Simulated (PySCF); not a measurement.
# Frontier orbitals and the lowest excitations

Compound: C4H9OP.
Cartesian coordinates in Å at the GFN2-xTB level; atoms count from 1:
```
atom  x, y, z in Å
C1     2.431   -0.516    0.027
C2     1.381    0.137   -0.863
P3    -0.237   -0.778   -0.828
C4    -1.375    0.643   -0.443
C5    -2.737    0.227    0.035
O6    -1.047    1.784   -0.639
H7     3.379    0.010   -0.066
H8     2.585   -1.556   -0.255
H9     2.123   -0.486    1.071
H10    1.192    1.172   -0.563
H11    1.727    0.149   -1.901
H12   -0.195   -1.152    0.519
H13   -2.683   -0.686    0.623
H14   -3.346    0.030   -0.847
H15   -3.203    1.029    0.604
```

Theory: PySCF 2.14.0, density-fitted response routines, TDDFT B3LYP/def2-SVPD, vertical, gas phase, core orbitals frozen in the response. GFN2-xTB frequencies show an imaginary mode (36i cm⁻¹), so this geometry is no minimum at that level.

Kohn–Sham orbitals with the atoms that hold most of them (Löwdin shares over 4%, at most four atoms; ? is withheld):

```csv
orbital,ε (eV),atoms
LUMO+2,0.27,"P3 26%, C1 11%, C2 10%, C5 8%"
LUMO+1,0.13,"P3 30%, H12 13%, C4 13%, C1 8%"
LUMO,?,"C4 38%, O6 31%, P3 12%, C5 7%"
HOMO,-6.66,?
HOMO-1,-7.59,?
HOMO-2,-9.28,"C2 27%, P3 18%, C1 11%, H11 11%"
HOMO-3,-9.69,"C2 21%, C1 19%, O6 12%, H10 12%"
```

**Question.** Which atoms hold the HOMO-1, and with what shares?

**Answer.** P3 (bonded to 2 C and H) 38%; O6 (bonded to C) 20%; C2 (bonded to C, P and 2 H) 11%; C4 (bonded to C, O and P) 10%. By element: phosphorus 38%, carbon 22% or more, oxygen 20%.

**Question.** Give the leading atoms of the HOMO.

**Answer.** O6 (bonded to C) 37%; P3 (bonded to 2 C and H) 35%; C4 (bonded to C, O and P) 11%; C5 (bonded to C and 3 H) 6%. By element: oxygen 37%, phosphorus 35%, carbon 18% or more.

**Question.** What is the LUMO energy, and the HOMO–LUMO gap?

**Answer.** ε(LUMO) = -1.10 eV; the gap is 5.56 eV (0.2045 hartree).

**Question.** The HOMO–LUMO gap is 5.56 eV. Where does the response calculation put the lowest singlet, and from which orbitals?

**Answer.** S1 is at 4.06 eV (f = 0.0071), 1.51 eV below the gap, made of HOMO→LUMO (87%), HOMO-1→LUMO (10%). 

**Question.** Give energy, strength and leading configuration of S1, S2, S3, S6 and S8, and follow the Löwdin shares of the leading atoms from the occupied to the empty orbital.

**Answer.** 
- S1 (4.06 eV, f 0.0071), HOMO→LUMO (87%): O6 37% → 31%, P3 35% → 12%, C4 11% → 38%
- S2 (5.46 eV, f 0.039), HOMO-1→LUMO (82%): P3 38% → 12%, O6 20% → 31%, C4 10% → 38%
- S3 (5.80 eV, f 0.011), HOMO→LUMO+1 (96%): O6 37% → at most 8%, P3 35% → 30%, H12 at most 7% → 13%
- S6 (6.81 eV, f 0.027), HOMO-1→LUMO+1 (88%): P3 38% → 30%, O6 20% → at most 8%, H12 at most 11% → 13%
- S8 (7.15 eV, f 0.0038), HOMO-2→LUMO (86%): C2 27% → at most 8%, P3 18% → 12%, C4 at most 11% → 38%, O6 at most 11% → 31%

Löwdin shares depend on the basis, the more so with diffuse functions.

One conformer stands for the species.
